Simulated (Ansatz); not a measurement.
**SiC (quintet): wave-function methods side by side, aug-cc-pVDZ**

Aim: climb from Hartree-Fock through coupled cluster and multireference methods for SiC (quintet) at one geometry and basis, and see what each rung misses.

The runs use Ansatz 0.2.0, Gaussian basis; aug-cc-pVDZ, core rule «outside noble gas», up to 6 orbitals frozen.

The runs, in order: UHF; CCSD(T) on ROHF; CCSD(T) on UHF; BCCD(T) on ROHF; CISD as a restricted active space (open shells left free, so some higher excitations enter); CCSDT(Q) on ROHF; CCSDT(Q) on UHF; CASSCF and MRCISD+Q, 8 electrons in 8 orbitals; CASSCF and NEVPT2, 8 electrons in 8 orbitals.

13 further runs of the same task are left out: 8 that didn't finish, 5 set aside as unsound or not needed. Runs told in other sessions of the task aren't counted.

## Step 1: The geometry

The geometry is a PBE0/def2-TZVPD stationary point (not a proven minimum) of the parent state, kept for this charge and spin.

2 atoms, charge 0, spin multiplicity 5.

Atoms are counted from 1 here; the program's logs count them from 0.

Bond lengths: Si1–C2 1.818 Å.

In the tables R marks a restricted open-shell determinant and U an unrestricted one; 'valence' is the active space of 8 electrons in 8 orbitals; energies count from the table's Hartree-Fock row.

## Step 2: UHF

The input, in.yaml:

```yaml
crystal:
  periodic: [false, false, false]
  atoms:
    - {symbol: Si, position_ang: [0.000000, 0.000000, 0.000000]}
    - {symbol: C, position_ang: [0.000000, 0.000000, 1.817700]}
basis:
  gaussian: {orbitals: aug-cc-pVDZ}
magnetization: {spin_polarized: true, initial_magnetization: 4}
hamiltonian: {xc: hf}
output: {orbitals: {seedname: orbitals}}
```

Launch:

```
> ansatz run in.yaml --threads 1 --pin off --events-out ev --progress --plain --max-ram 2393MiB
```

The program printed:

```text
Functional definition: HF
  name "HF"
  cite "Fock, Z. Phys. 61, 126 (1930) doi:10.1007/BF01340294"
  parent pbe
  exchange = exact_x
  correlation = 0
520 factors; integrals over basis functions are off by at most 5.8e-4 eV
mean field evaluation 1: about -8885.8795 eV, gradient 8.0e0 eV
mean field evaluation 2: about -8885.8798 eV, gradient 8.0e0 eV
mean field evaluation 4: about -8886.6815 eV, gradient 1.8e0 eV
mean field evaluation 8: about -8886.9346 eV, gradient 1.2e-1 eV
mean field evaluation 16: about -8879.3118 eV, gradient 1.5e1 eV
mean field evaluation 32: about -8879.3091 eV, gradient 1.5e1 eV
mean field -8886.93533633 eV, -326.5888498291 hartree, gradient 1.2e-5 eV, S^2 6.019775; 0 other end points of the search recorded, 0 dependent functions left out
reference -8886.93533633 eV, -326.5888498291 hartree; 12, 8 occupied and 38, 42 virtual orbitals, 520 factors
Total energy: -8886.93533633 eV, -326.5888498291 hartree
```

Wall time 0.57 s (1 thread of Arm Neoverse V2, shared host).

From the report: ⟨S²⟩ of the determinant 6.020 (pure quintet: 6.00).

## Step 3: CCSD(T) on ROHF

The input, in.yaml:

```yaml
crystal:
  periodic: [false, false, false]
  atoms:
    - {symbol: Si, position_ang: [0.000000, 0.000000, 0.000000]}
    - {symbol: C, position_ang: [0.000000, 0.000000, 1.817700]}
basis:
  gaussian: {orbitals: aug-cc-pVDZ}
magnetization: {spin_polarized: false, initial_magnetization: 4}
correlation: {method: ccsd_t, electrons: outside_noble_gas}
```

The command is unchanged.

The program printed, cut to the lines that bear on the results:

```text
Functional definition: HF
  name "HF"
  cite "Fock, Z. Phys. 61, 126 (1930) doi:10.1007/BF01340294"
  parent pbe
[...]
520 factors; integrals over basis functions are off by at most 5.8e-4 eV
[...]
mean field -8886.79954702 eV, -326.5838596639 hartree, gradient 2.3e-6 eV, S^2 6.000000; 7 other end points of the search recorded, 0 dependent functions left out
[...]
determinant -8886.79954702 eV, -326.5838596639 hartree, with singles and doubles -8891.13252801 eV, -326.7430937783 hartree
determinant -8883.61568901 eV, -326.4668550400 hartree, with singles and doubles -8888.40742693 eV, -326.6429481608 hartree
determinant -8882.72949332 eV, -326.4342879493 hartree, with singles and doubles -8887.48315559 eV, -326.6089818156 hartree
6 core orbitals not correlated: weight in the atoms' cores, before any rotation towards them, 1.000 or more for the frozen orbitals, at most 0.000 for the correlated occupied ones
reference -8886.79954702 eV, -326.5838596639 hartree; 6, 2 occupied and 38, 42 virtual orbitals, 520 factors
second order -3.31045905 eV of doubles, -0.08036836 eV of singles
cycle   1  -4.33885318 eV  change   -1.6e-1 eV  update   2.2e-2
[...]
cycle  10  -4.36922641 eV  change   -4.4e-6 eV  update   9.4e-6
perturbative correction -0.16692534 eV, -0.0061343931 hartree
Total energy: -8891.33569877 eV, -326.7505601661 hartree
```

Run time: 3.6 s. Hardware: 1 thread of Arm Neoverse V2, shared host.

From the report: correlation -4.5362 eV; T1 0.050; largest double amplitude 0.06.

## Step 4: CCSD(T) on UHF

Changes to in.yaml since step 3:

```diff
@@ -7,3 +7,3 @@
   gaussian: {orbitals: aug-cc-pVDZ}
-magnetization: {spin_polarized: false, initial_magnetization: 4}
+magnetization: {spin_polarized: true, initial_magnetization: 4}
 correlation: {method: ccsd_t, electrons: outside_noble_gas}
```

The command is unchanged.

The program printed, cut to the lines that bear on the results:

```text
Functional definition: HF
  name "HF"
  cite "Fock, Z. Phys. 61, 126 (1930) doi:10.1007/BF01340294"
  parent pbe
[...]
520 factors; integrals over basis functions are off by at most 5.8e-4 eV
[...]
mean field -8886.93533633 eV, -326.5888498291 hartree, gradient 2.4e-6 eV, S^2 6.019775; 6 other end points of the search recorded, 0 dependent functions left out
determinant -8886.93533633 eV, -326.5888498291 hartree, with singles and doubles -8891.13019506 eV, -326.7430080439 hartree
determinant -8884.13182933 eV, -326.4858228471 hartree, with singles and doubles -8888.35711021 eV, -326.6410990555 hartree
determinant -8883.76519062 eV, -326.4723491231 hartree, with singles and doubles -8888.40975023 eV, -326.6430335406 hartree
6 core orbitals not correlated: weight in the atoms' cores, before any rotation towards them, 1.000 or more for the frozen orbitals, at most 0.000 for the correlated occupied ones
reference -8886.93533633 eV, -326.5888498291 hartree; 6, 2 occupied and 38, 42 virtual orbitals, 520 factors
second order -3.23526062 eV of doubles, -0.00000000 eV of singles
cycle   1  -4.20120981 eV  change   -1.5e-1 eV  update   2.3e-2
[...]
cycle  11  -4.23596861 eV  change   -2.7e-6 eV  update   4.0e-6
perturbative correction -0.16455958 eV, -0.0060474531 hartree
Total energy: -8891.33586453 eV, -326.7505662575 hartree
```

Run time: 2.2 s. Hardware: 1 thread of Arm Neoverse V2, shared host.

From the report: ⟨S²⟩ of the determinant 6.020 (pure quintet: 6.00); correlation -4.4005 eV; T1 0.050; largest double amplitude 0.06.

## Step 5: BCCD(T) on ROHF

The input, in.yaml:

```yaml
crystal:
  periodic: [false, false, false]
  atoms:
    - {symbol: Si, position_ang: [0.000000, 0.000000, 0.000000]}
    - {symbol: C, position_ang: [0.000000, 0.000000, 1.817700]}
basis:
  gaussian: {orbitals: aug-cc-pVDZ}
magnetization: {spin_polarized: false, initial_magnetization: 4}
correlation: {method: bccd_t, electrons: outside_noble_gas}
```

The command is unchanged.

The program printed, cut to the lines that bear on the results:

```text
Functional definition: HF
  name "HF"
  cite "Fock, Z. Phys. 61, 126 (1930) doi:10.1007/BF01340294"
  parent pbe
[...]
520 factors; integrals over basis functions are off by at most 5.8e-4 eV
[...]
mean field -8886.79954702 eV, -326.5838596639 hartree, gradient 2.3e-6 eV, S^2 6.000000; 7 other end points of the search recorded, 0 dependent functions left out
[...]
determinant -8886.79954702 eV, -326.5838596639 hartree, with singles and doubles -8891.13252801 eV, -326.7430937783 hartree
determinant -8883.61568901 eV, -326.4668550400 hartree, with singles and doubles -8888.40742693 eV, -326.6429481608 hartree
determinant -8882.72949332 eV, -326.4342879493 hartree, with singles and doubles -8887.48315559 eV, -326.6089818156 hartree
6 core orbitals not correlated: weight in the atoms' cores, before any rotation towards them, 1.000 or more for the frozen orbitals, at most 0.000 for the correlated occupied ones
reference -8886.79954702 eV, -326.5838596639 hartree; 6, 2 occupied and 38, 42 virtual orbitals, 520 factors
second order -3.31045905 eV of doubles, -0.08036836 eV of singles
cycle   1  -4.35393570 eV  change   -1.8e-1 eV  update   2.8e-2
[...]
cycle  11  -4.35942633 eV  change   -4.7e-6 eV  update   6.5e-6
perturbative correction -0.18094710 eV, -0.0066496833 hartree
Total energy: -8891.33992045 eV, -326.7507153100 hartree
```

It took 4 s on 1 thread of Arm Neoverse V2, shared host.

From the report: correlation -4.5404 eV; largest double amplitude 0.07.

## Step 6: CISD as a restricted active space (open shells left free, so some higher excitations enter)

Changes to in.yaml since step 5:

```diff
@@ -8,2 +8,2 @@
 magnetization: {spin_polarized: false, initial_magnetization: 4}
-correlation: {method: bccd_t, electrons: outside_noble_gas}
+correlation: {active_space: {ras: {orbitals: [2, 4, 38], electrons: 8, max_holes: 2, max_particles: 2}, fixed_orbitals: true}}
```

The command is unchanged.

The program printed:

```text
Functional definition: HF
  name "HF"
  cite "Fock, Z. Phys. 61, 126 (1930) doi:10.1007/BF01340294"
  parent pbe
  exchange = exact_x
  correlation = 0
520 factors; integrals over basis functions are off by at most 5.8e-4 eV
mean field evaluation 1: about -8885.4668 eV, gradient 7.9e0 eV
mean field evaluation 2: about -8885.4670 eV, gradient 7.9e0 eV
mean field evaluation 4: about -8886.5175 eV, gradient 2.1e0 eV
mean field evaluation 8: about -8886.7967 eV, gradient 3.3e-1 eV
mean field evaluation 16: about -8882.0456 eV, gradient 8.1e0 eV
mean field evaluation 32: about -8877.1182 eV, gradient 1.7e1 eV
mean field evaluation 64: about -8883.1293 eV, gradient 7.6e0 eV
mean field -8886.79954702 eV, -326.5838596639 hartree, gradient 2.3e-6 eV, S^2 6.000000; 7 other end points of the search recorded, 0 dependent functions left out
reference -8886.79954702 eV, -326.5838596639 hartree; 12, 8 occupied and 38, 42 virtual orbitals, 520 factors
state -8890.99495188 eV, -326.7380379489 hartree
Total energy: -8890.99495188 eV, -326.7380379489 hartree
```

Run time: 5.5 s. Hardware: 1 thread of Arm Neoverse V2, shared host.

From the report: 40,795 determinants.

## Step 7: CCSDT(Q) on ROHF

Changes to in.yaml since step 6:

```diff
@@ -8,2 +8,2 @@
 magnetization: {spin_polarized: false, initial_magnetization: 4}
-correlation: {active_space: {ras: {orbitals: [2, 4, 38], electrons: 8, max_holes: 2, max_particles: 2}, fixed_orbitals: true}}
+correlation: {method: ccsdt_q, electrons: outside_noble_gas}
```

The command is unchanged.

The program printed, cut to the lines that bear on the results:

```text
Functional definition: HF
  name "HF"
  cite "Fock, Z. Phys. 61, 126 (1930) doi:10.1007/BF01340294"
  parent pbe
[...]
832 factors; integrals over basis functions are off by at most 1.7e-7 eV
[...]
mean field -8886.79956174 eV, -326.5838602050 hartree, gradient 2.4e-6 eV, S^2 6.000000; 7 other end points of the search recorded, 0 dependent functions left out
[...]
determinant -8886.79956174 eV, -326.5838602050 hartree, with singles and doubles -8891.13254442 eV, -326.7430943815 hartree
determinant -8883.61570240 eV, -326.4668555324 hartree, with singles and doubles -8888.40743518 eV, -326.6429484640 hartree
determinant -8882.72950858 eV, -326.4342885100 hartree, with singles and doubles -8887.48317069 eV, -326.6089823704 hartree
6 core orbitals not correlated: weight in the atoms' cores, before any rotation towards them, 1.000 or more for the frozen orbitals, at most 0.000 for the correlated occupied ones
reference -8886.79956174 eV, -326.5838602050 hartree; 6, 2 occupied and 38, 42 virtual orbitals, 832 factors
second order -3.31046004 eV of doubles, -0.08036834 eV of singles
cycle   1  -4.00872644 eV  change   -6.2e-1 eV  update   8.6e-2
[...]
cycle  18  -4.58323902 eV  change   -6.8e-7 eV  update   6.2e-7
perturbative correction -0.01073922 eV, -0.0003946590 hartree
Total energy: -8891.39353998 eV, -326.7526857914 hartree
```

Run time: 26 s. Hardware: 1 thread of Arm Neoverse V2, shared host; peak memory 0.37 GiB.

From the report: correlation -4.5940 eV; T1 0.056; largest double amplitude 0.08.

## Step 8: CCSDT(Q) on UHF

Changes to in.yaml since step 7:

```diff
@@ -7,3 +7,3 @@
   gaussian: {orbitals: aug-cc-pVDZ}
-magnetization: {spin_polarized: false, initial_magnetization: 4}
+magnetization: {spin_polarized: true, initial_magnetization: 4}
 correlation: {method: ccsdt_q, electrons: outside_noble_gas}
```

Launched as before.

The program printed, cut to the lines that bear on the results:

```text
Functional definition: HF
  name "HF"
  cite "Fock, Z. Phys. 61, 126 (1930) doi:10.1007/BF01340294"
  parent pbe
[...]
832 factors; integrals over basis functions are off by at most 1.7e-7 eV
[...]
mean field -8886.93535122 eV, -326.5888503762 hartree, gradient 2.6e-6 eV, S^2 6.019775; 6 other end points of the search recorded, 0 dependent functions left out
determinant -8886.93535122 eV, -326.5888503762 hartree, with singles and doubles -8891.13021180 eV, -326.7430086593 hartree
determinant -8884.13184329 eV, -326.4858233601 hartree, with singles and doubles -8888.35712209 eV, -326.6410994920 hartree
determinant -8883.76520430 eV, -326.4723496255 hartree, with singles and doubles -8888.40976184 eV, -326.6430339670 hartree
6 core orbitals not correlated: weight in the atoms' cores, before any rotation towards them, 1.000 or more for the frozen orbitals, at most 0.000 for the correlated occupied ones
reference -8886.93535122 eV, -326.5888503762 hartree; 6, 2 occupied and 38, 42 virtual orbitals, 832 factors
second order -3.23526137 eV of doubles, -0.00000000 eV of singles
cycle   1  -3.83826185 eV  change   -6.0e-1 eV  update   8.7e-2
[...]
cycle  19  -4.44852298 eV  change   -7.7e-7 eV  update   3.8e-7
perturbative correction -0.01124698 eV, -0.0004133188 hartree
Total energy: -8891.39512118 eV, -326.7527438993 hartree
```

Run time: 22 s. Hardware: 1 thread of Arm Neoverse V2, shared host; peak memory 0.32 GiB.

From the report: ⟨S²⟩ of the determinant 6.020 (pure quintet: 6.00); correlation -4.4598 eV; T1 0.057; largest double amplitude 0.08.

## Step 9: CASSCF and MRCISD+Q, 8 electrons in 8 orbitals

The input, in.yaml:

```yaml
crystal:
  periodic: [false, false, false]
  atoms:
    - {symbol: Si, position_ang: [0.000000, 0.000000, 0.000000]}
    - {symbol: C, position_ang: [0.000000, 0.000000, 1.817700]}
basis:
  gaussian: {orbitals: aug-cc-pVDZ}
magnetization: {spin_polarized: false, initial_magnetization: 4}
correlation: {method: fic_mrcisd_q, electrons: outside_noble_gas, active_space: {window: {electrons: 8, orbitals: 8}, shells: [{species: C, l: s, shell: 2}, {species: C, l: p, shell: 2}, {species: Si, l: s, shell: 3}, {species: Si, l: p, shell: 3}]}}
```

The command is unchanged.

The program printed, cut to the lines that bear on the results:

```text
Functional definition: HF
  name "HF"
  cite "Fock, Z. Phys. 61, 126 (1930) doi:10.1007/BF01340294"
  parent pbe
[...]
832 factors; integrals over basis functions are off by at most 1.7e-7 eV
[...]
mean field -8886.79956174 eV, -326.5838602050 hartree, gradient 2.4e-6 eV, S^2 6.000000; 7 other end points of the search recorded, 0 dependent functions left out
reference -8886.79956174 eV, -326.5838602050 hartree; 12, 8 occupied and 38, 42 virtual orbitals, 832 factors
state -8887.87524050 eV, -326.6233906700 hartree
contracted CI cycle   1: correlation 0.00000000 eV, 0.0000000000 hartree, residual 1.30e1 eV
contracted CI cycle   2: correlation -3.12696177 eV, -0.1149137255 hartree, residual 2.47e0 eV
contracted CI cycle   3: correlation -3.23395839 eV, -0.1188457787 hartree, residual 5.13e-1 eV
contracted CI cycle   4: correlation -3.23913424 eV, -0.1190359877 hartree, residual 1.31e-1 eV
contracted CI cycle   5: correlation -3.23946436 eV, -0.1190481195 hartree, residual 3.56e-2 eV
contracted CI cycle   6: correlation -3.23948888 eV, -0.1190490205 hartree, residual 9.24e-3 eV
contracted CI cycle   7: correlation -3.23949045 eV, -0.1190490782 hartree, residual 2.30e-3 eV
contracted CI cycle   8: correlation -3.23949055 eV, -0.1190490818 hartree, residual 5.66e-4 eV
state -8887.87524050 eV, -326.6233906700 hartree; corrected -8891.36815898 eV, -326.7517530566 hartree
Total energy: -8891.36815898 eV, -326.7517530566 hartree
Checks for a lower state left out: starts, orbital_swaps
```

It took 3.3 s on 1 thread of Arm Neoverse V2, shared host.

From the report: 192 determinants; active occupations 1.98, 1.93, 1.02, 1.00, 1.00, 0.98, 0.06, 0.02.

## Step 10: CASSCF and NEVPT2, 8 electrons in 8 orbitals

The input, in.yaml:

```yaml
crystal:
  periodic: [false, false, false]
  atoms:
    - {symbol: Si, position_ang: [0.000000, 0.000000, 0.000000]}
    - {symbol: C, position_ang: [0.000000, 0.000000, 1.817700]}
basis:
  gaussian: {orbitals: aug-cc-pVDZ}
magnetization: {spin_polarized: false, initial_magnetization: 4}
correlation: {method: sc_nevpt2, electrons: outside_noble_gas, active_space: {window: {electrons: 8, orbitals: 8}, shells: [{species: C, l: s, shell: 2}, {species: C, l: p, shell: 2}, {species: Si, l: s, shell: 3}, {species: Si, l: p, shell: 3}]}}
```

The command is unchanged.

The program printed, cut to the lines that bear on the results:

```text
Functional definition: HF
  name "HF"
  cite "Fock, Z. Phys. 61, 126 (1930) doi:10.1007/BF01340294"
  parent pbe
[...]
832 factors; integrals over basis functions are off by at most 1.7e-7 eV
[...]
mean field -8886.79956174 eV, -326.5838602050 hartree, gradient 2.4e-6 eV, S^2 6.000000; 7 other end points of the search recorded, 0 dependent functions left out
reference -8886.79956174 eV, -326.5838602050 hartree; 12, 8 occupied and 38, 42 virtual orbitals, 832 factors
state -8887.87524050 eV, -326.6233906700 hartree
state -8887.87524050 eV, -326.6233906700 hartree; corrected -8890.53222965 eV, -326.7210332203 hartree
Total energy: -8890.53222965 eV, -326.7210332203 hartree
Checks for a lower state left out: starts, orbital_swaps
```

Wall time 2.2 s (1 thread of Arm Neoverse V2, shared host).

From the report: 192 determinants; active occupations 1.98, 1.93, 1.02, 1.00, 1.00, 0.98, 0.06, 0.02.

## Step 11: How many determinants matter

Natural occupations of the CASSCF valence state about the gap (report; correlated orbitals 1 to 8): 1.982, 1.931, 1.017, 1.002, 0.999, 0.981, 0.065, 0.024. The count of effectively unpaired electrons, Σ n²(2 − n)², is 4.04; a single determinant of this spin has 4.

## Step 12: Misses and costs

The yardstick is UCCSDT(Q), where the cluster series has nearly closed. Rows without a time are mean-field rows or come out of runs for another level: lower rungs of the coupled-cluster runs, CASSCF and MRCISD of the multireference runs, or the Hartree-Fock search.

Differences are taken before rounding.

| method | energy from the lowest ROHF (kJ/mol) | from UCCSDT(Q) (kJ/mol) | time |
| --- | --- | --- | --- |
| ROHF | 0.0 | +443.4 |  |
| UHF | -13.1 | +430.3 |  |
| RMP2 | -327.2 | +116.2 |  |
| UMP2 | -325.3 | +118.1 |  |
| CISD | -404.8 | +38.6 | 5.5 s |
| RCCSD | -421.6 | +21.8 |  |
| UCCSD | -421.8 | +21.6 |  |
| RCCSD(T) | -437.7 | +5.7 | 3.6 s |
| UCCSD(T) | -437.7 | +5.7 | 2.2 s |
| BCCD(T) | -438.1 | +5.3 | 4 s |
| RCCSDT | -442.2 | +1.2 |  |
| UCCSDT | -442.3 | +1.1 |  |
| RCCSDT(Q) | -443.3 | +0.2 | 26 s |
| UCCSDT(Q) | -443.4 | 0 | 22 s |
| CASSCF valence | -103.8 | +339.6 |  |
| NEVPT2 valence | -360.1 | +83.3 | 2.2 s |
| MRCISD valence | -416.4 | +27.1 |  |
| MRCISD+Q valence | -440.8 | +2.6 | 3.3 s |

Among the levels timed on like hardware and quicker than the yardstick, those that no quicker one beats, quickest first: UCCSD(T) (2.2 s, +5.7 kJ/mol); MRCISD+Q valence (3.3 s, +2.6 kJ/mol).

## Step 13: What came out

| quantity | value |
| --- | --- |
| UCCSDT(Q) from the ROHF energy | -4.5956 eV |
| RMP2 from UCCSDT(Q) | +116.2 kJ/mol |
| UMP2 from UCCSDT(Q) | +118.1 kJ/mol |
| RCCSD from UCCSDT(Q) | +21.8 kJ/mol |
| RCCSD(T) from UCCSDT(Q) | +5.7 kJ/mol |
| UCCSD(T) from UCCSDT(Q) | +5.7 kJ/mol |
| RCCSDT(Q) from UCCSDT(Q) | +0.2 kJ/mol |
| NEVPT2 valence from UCCSDT(Q) | +83.3 kJ/mol |
| MRCISD+Q valence from UCCSDT(Q) | +2.6 kJ/mol |
| levels within 1 kcal/mol (43 meV) | RCCSDT, UCCSDT, RCCSDT(Q), MRCISD+Q valence |
| T1 diagnostic | 0.050 |
| effectively unpaired electrons | 4.04 |

In words: RCCSD(T) misses by +5.7 kJ/mol, 1.3 % of the correlation energy. The occupations are near whole numbers, but T1 = 0.050 shows that the orbitals relax strongly. Of the multireference levels listed MRCISD+Q valence comes nearest in total energy (+2.6 kJ/mol), which doesn't show that its space is the better one. These misses are within one basis, not against nature; the frozen cores of restricted and unrestricted runs differ, which can shift their rows.

With open shells the CI space here admits some higher excitations, so it is larger than plain CISD.

For cost: MRCISD+Q valence gets within 2.6 kJ/mol in 3.3 s, where UCCSDT(Q) took 22 s; the quickest level in the cost chart, UCCSD(T), takes 2.2 s and misses by 5.7 kJ/mol.
